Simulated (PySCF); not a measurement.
Compound: C₅H₁₂P (charge +1).
Bonds: C1–P2, P2–C3, P2–C4, C4–C5, C5–C6, C4–C6. Hydrogens: H7, H8, H9 on C1; H10 on P2; H11, H12, H13 on C3; H14 on C4; H15, H16 on C5; H17, H18 on C6.

The same species was optimised twice, with GFN2-xTB and with PBE0-D3(BJ)/def2-SVP (PySCF), and the same property calculations (PySCF, gas phase) were run on both structures.

```csv
coordinate,GFN2-xTB,PBE0-D3(BJ)/def2-SVP,change
P2–C4 (Å),1.793,1.777,-0.016
P2–C3 (Å),1.803,1.797,-0.006
C1–P2 (Å),1.803,1.797,-0.006
C4–C6 (Å),1.509,1.513,+0.004
C4–C5 (Å),1.508,1.512,+0.004
C5–C6 (Å),1.488,1.487,-0.001
P2–C4–C5 (°),118.0,119.8,+1.8
P2–C4–C6 (°),117.8,119.6,+1.8
C1–P2–C3 (°),110.6,111.0,+0.4
C1–P2–C4 (°),111.4,111.8,+0.4
C5–C4–C6 (°),59.1,58.9,-0.2
C3–P2–C4 (°),111.6,111.8,+0.2
C4–C5–C6 (°),60.5,60.6,+0.1
C4–C6–C5 (°),60.4,60.5,+0.1
C1–P2–C4–C5 (°),151,151,0
```

Rotational constants: A = 4568, B = 2006, C = 1547 MHz (GFN2-xTB) against A = 4573, B = 2001, C = 1543 MHz (PBE0-D3(BJ)/def2-SVP). Point groups within 0.08 Å: Cs and Cs. Atoms that the bonding makes alike are paired by their places after alignment.

On the GFN2-xTB structure: isotropic polarisability (au) 74.9 [PBE0/def2-SVPD]; HOMO (eV) -13.32 [PBE0/def2-SVPD]; LUMO (eV) -3.84 [PBE0/def2-SVPD]; HOMO (eV) -13.35 [PBE0/pcSseg-1]; LUMO (eV) -3.81 [PBE0/pcSseg-1]; GIAO shielding of C1/C3 (mean) (ppm) 178.7 [PBE0/pcSseg-1]; GIAO shielding of P2 (ppm) 311.7 [PBE0/pcSseg-1]; GIAO shielding of C4 (ppm) 181.5 [PBE0/pcSseg-1]; GIAO shielding of C5/C6 (mean) (ppm) 178.4 [PBE0/pcSseg-1].

Task: What do these properties become on the PBE0-D3(BJ)/def2-SVP structure?

Result: 
```tsv
property	level	on GFN2-xTB	on PBE0-D3(BJ)/def2-SVP	change
isotropic polarisability (au)	PBE0/def2-SVPD	74.9	76.0	+1.1
HOMO (eV)	PBE0/def2-SVPD	-13.32	-13.36	-0.04
LUMO (eV)	PBE0/def2-SVPD	-3.84	-3.94	-0.10
energy, GFN2-xTB geometry as zero (kcal/mol)	PBE0/def2-SVPD	0.0	-0.9	-0.9
HOMO (eV)	PBE0/pcSseg-1	-13.35	-13.39	-0.04
LUMO (eV)	PBE0/pcSseg-1	-3.81	-3.93	-0.12
energy, GFN2-xTB geometry as zero (kcal/mol)	PBE0/pcSseg-1	0.0	-0.6	-0.6
GIAO shielding of C1/C3 (mean) (ppm)	PBE0/pcSseg-1	178.7	177.3	-1.4
GIAO shielding of P2 (ppm)	PBE0/pcSseg-1	311.7	309.2	-2.5
GIAO shielding of C4 (ppm)	PBE0/pcSseg-1	181.5	182.0	+0.5
GIAO shielding of C5/C6 (mean) (ppm)	PBE0/pcSseg-1	178.4	175.8	-2.6
```

The heavy atoms differ by 0.013 Å rms after alignment (one structure mirrored). Among bonds between heavy atoms P2–C4 changes most (-0.016 Å). Changes are differences of the printed values. Neither structure is proved a minimum here. Geometry: PBE0-D3(BJ)/def2-SVP, one conformer, isolated ion.

Conformer computed: `[CH3:1][PH+:2]([CH3:3])[CH:4]1[CH2:5][CH2:6]1`: C1–P2–C4–C5 151°.
